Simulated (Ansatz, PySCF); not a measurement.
Wanted: the gas-phase enthalpy of formation of CC(N)=O at 298 K. Reaction (SMILES): CC(N)=O + 2 C (CH4) → C=O (CH2O) [formaldehyde] + CC (C2H6) [ethane] + CN (CH5N); bond separation energy.

Geometries: B3LYP-D3(BJ)/def2-TZVP minima from Ansatz (a first-principles code), one conformer each, not searched for the lowest. Valence correlation only, unless marked. Open shells are spin-unrestricted. Spin-orbit coupling is left out. Non-relativistic. CBS marks a two-point X^-3 extrapolation of the correlation energy; Hartree-Fock from the larger set. The bracket is a focal-point correction in the basis named. Thermal terms are rigid-rotor harmonic-oscillator values from B3LYP-D3(BJ) frequencies (PySCF) at 298.15 K and 1 atm. 1 Eh = 627.5095 kcal/mol. PBE is always shown; the other two functionals were drawn at random. The atomisation route leaves out scalar relativity and anharmonic zero-point terms, the atoms' spin-orbit terms, and in the frozen-core level the core correlation. Atomic data: G2/97 table in ASE.

Tabulated enthalpies of formation of the partners: C (CH4) -17.8 kcal/mol, ATcT 1.112; C=O (CH2O) -26.1 kcal/mol, ATcT 1.112; CC (C2H6) -20.0 kcal/mol, ATcT 1.112; CN (CH5N) -5.0 kcal/mol, ATcT 1.112. G2/97 and CRC values are older and not checked against later work.

```
level                                                       computed ΔH of the reaction (kcal/mol)  ΔHf by atomisation and measured atoms (kcal/mol)
----------------------------------------------------------  --------------------------------------  ------------------------------------------------
PBE/def2-TZVPD (Ansatz)                                                                       42.7                                             -82.5
r2SCAN-D4/def2-TZVPD (Ansatz + dftd4)                                                         45.4                                             -57.7
wB97X-V/def2-TZVPD (Ansatz)                                                                   41.1                                             -58.5
RI-MP2/CBS(cc-pVTZ,cc-pVQZ)+[CCSD(T)-MP2]/cc-pVTZ (Ansatz)                                    39.8                                             -55.2
```

Question: Derive ΔHf from the reaction at each level, and compare how far the levels part by the two routes.

Answer: 
The partners sum to -15.5 kcal/mol (products minus other reactants), so ΔHf = (-15.5 - ΔH):
- PBE/def2-TZVPD: -58.2; errors -1.2 by the reaction, -25.5 by atomisation
- r2SCAN-D4/def2-TZVPD: -60.9; errors -3.9 by the reaction, -0.7 by atomisation
- wB97X-V/def2-TZVPD: -56.6; errors +0.4 by the reaction, -1.5 by atomisation
- RI-MP2/CBS(cc-pVTZ,cc-pVQZ)+[CCSD(T)-MP2]/cc-pVTZ: -55.3; errors +1.7 by the reaction, +1.8 by atomisation
All levels span 5.6 kcal/mol by the reaction and 27.3 by atomisation; without PBE they span 5.6 and 3.3. The errors are against the measured -57.0 kcal/mol (G2/97 table).
